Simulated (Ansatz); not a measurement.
A made-up structure of MgSiH$_{2}$O, closed shell:

```tsv
atom	x (Å)	y (Å)	z (Å)
O1	-0.3829	-0.0147	1.2110
Mg2	1.3534	-0.7970	1.4461
Si3	-0.1158	0.1035	-0.3616
H4	-0.8989	-0.7412	-1.3101
H5	-0.9079	0.4873	1.8539
```

It is relaxed with PBE-D4/def2-SVP and then PBE0-D4/def2-TZVP (Ansatz 0.2.0). Atoms count as bonded within 1.22 times the sum of their covalent radii (H–H: 0.88 Å). The end point is not checked to be a true minimum.

(1) Does its bonding change? (A judgement: the text doesn't fix the answer.)

Answers

(1) The calculation gives: Yes. Formed: none; broken: O1–Mg2.

Where it ends: The first stage lowers the energy by 1.67 eV in 25 steps. It ends as MgSiH₂O ([OH][SiH][Mg]):
O1  (-0.784, 0.848, 1.152)
Mg2  (1.965, -1.513, 0.972)
Si3  (0.136, 0.296, -0.128)
H4  (-0.696, -0.945, -0.532)
H5  (-1.574, 0.352, 1.376)
(Å)

Labels in which every atom is bracketed show which atoms are joined, not bond orders.

For scale, one of the runs: PBE0-D4/def2-TZVP relaxation, 112 basis functions, launched by `ansatz run in.yaml --threads 2 --pin off --events-out ev --progress --plain --max-ram 4352MiB`. Hardware: 2 CPU threads of an Intel Xeon Platinum 8488C, shared host. Wall time about 9 s.
